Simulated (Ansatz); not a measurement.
BH3O, triplet: from triple and quadruple zeta to the limit

```xyz
5

B    -1.3557    0.0000    0.0000
H    -1.9524    1.0336    0.0000
H    -1.9524   -1.0336    0.0000
H     0.0273    0.0000    0.0000
O     1.1603    0.0000    0.0000
```

Connectivity, by distances: BH2 ··· O, 1 bridging H.

Ansatz 0.2.0, UHF determinant, valence electrons correlated. Energies in eV.

| set | X | functions | Hartree–Fock | MP2 correlation | CCSD(T) correlation | time |
| --- | --- | --- | --- | --- | --- | --- |
| def2-TZVPP | 3 | 104 | -2752.6993 | -7.8971 | -9.1067 | 7.5 s on 1 × NVIDIA H100 80GB HBM3 with 1 thread of AMD EPYC 7R13 Processor (Zen 3) (shared host) |
| def2-QZVPP | 4 | 204 | -2752.8333 | -8.5430 | -9.6968 | 15 s on 1 × NVIDIA H100 80GB HBM3 with 1 thread of AMD EPYC 7R13 Processor (Zen 3) (shared host) |

Hartree–Fock is taken to follow E(X) = E∞ + A·exp(−7.88·√X), correlation E(X) = E∞ + B·X^−2.97.

Cautions: lower spins were not checked.

Question: Work out the CCSD(T) energy at the limit, and how far the shortcut misses it that extrapolates MP2 and adds CCSD(T) minus MP2 from the smaller set.

Answer: Hartree–Fock: E∞ = E4 + 0.1377·(E4 − E3) = -2752.8518. Correlation: E∞ = E4 + 0.7407·(E4 − E3) = -10.1339 for CCSD(T) and -9.0215 for MP2. The limit is -2762.9857 eV, 0.456 eV below def2-QZVPP. The shortcut gives a correlation energy of -9.0215 + (-1.2096) = -10.2312, 97 meV lower than the direct value.
